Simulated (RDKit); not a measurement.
RDKit input (MMFF94):

```python
from rdkit import Chem
from rdkit.Chem import AllChem, rdDetermineBonds

mol = Chem.MolFromXYZFile('mol.xyz')
rdDetermineBonds.DetermineBonds(mol, charge=1)
print('SMILES', Chem.MolToSmiles(Chem.RemoveHs(mol)))
ff = AllChem.MMFFGetMoleculeForceField(mol, AllChem.MMFFGetMoleculeProperties(mol))
e0 = ff.CalcEnergy()
flag = ff.Minimize(maxIts=5000, forceTol=1e-5)
print(f'energy {e0:.4f} -> {ff.CalcEnergy():.4f} kcal/mol, converged: {flag == 0}')
print(Chem.MolToXYZBlock(mol))
```
mol.xyz:
```
5

O      0.13599357     0.55950266    -0.34160035
O     -0.15958912    -0.65619836     0.39793467
H      1.05373037     0.81572862    -0.07966861
H     -0.34774107    -1.27257644    -0.34513535
H     -0.51722487     1.23041339    -0.02587059
```

Output:

```
SMILES O[OH2+]
energy 43.0583 -> 40.6653 kcal/mol, converged: True
5

O      0.131191    0.534169   -0.286479
O     -0.167488   -0.691474    0.438965
H      1.066669    0.847511   -0.137548
H     -0.348725   -1.278754   -0.325979
H     -0.516478    1.265419   -0.083300
```

The dipole moment of an ion depends on the origin.
